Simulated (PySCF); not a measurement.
Bond curve of OH

Set-up: basis H pcseg-2, O pcseg-2; no relativity; PySCF 2.14. Energies in eV from H + O in their ground configurations at the same level. State: ²Π (doublet), unpaired electrons π ↑.

All columns are PBE0. A positive dipole means H(−)O(+).

| R (Å) | E (eV) | μ (D) | Mulliken charge on H (basis-dependent) | HOMO (eV) | LUMO (eV) | Mayer bond order | ⟨S²⟩ |
| --- | --- | --- | --- | --- | --- | --- | --- |
| 0.835 | -3.941 | -1.65 | 0.10 | -9.40 | -4.43 | 1.10 | 0.75 |
| 0.874 | -4.281 | -1.68 | 0.14 | -9.34 | -4.38 | 1.07 | 0.75 |
| 0.913 | -4.477 | -1.70 | 0.18 | -9.28 | -4.32 | 1.05 | 0.75 |
| 0.942 | -4.551 | -1.72 | 0.20 | -9.23 | -4.28 | 1.03 | 0.75 |
| 0.971 | -4.572 | -1.73 | 0.22 | -9.19 | -4.24 | 1.02 | 0.75 |
| 1.000 | -4.552 | -1.75 | 0.24 | -9.16 | -4.20 | 1.00 | 0.75 |
| 1.039 | -4.473 | -1.77 | 0.26 | -9.11 | -4.16 | 0.98 | 0.75 |
| 1.087 | -4.311 | -1.79 | 0.27 | -9.05 | -4.10 | 0.97 | 0.75 |
| 1.146 | -4.050 | -1.82 | 0.28 | -9.00 | -4.04 | 0.95 | 0.75 |
| 1.224 | -3.635 | -1.85 | 0.28 | -8.93 | -3.97 | 0.94 | 0.76 |

A fit through these points gives, at Re = 0.971 Å, μ = -1.73 D and dμ/dR = -0.561 D/Å; the reduced mass is 0.9481 u.

Q: How strong is the fundamental in the double-harmonic approximation, I = 42.26·(dμ/dR)²/μred km/mol?

A: I = 42.26·(-0.561)²/0.9481 = 14.0 km/mol at PBE0.

The state is the lowest determinant that a PBE0 search found; another state may lie lower at other levels.
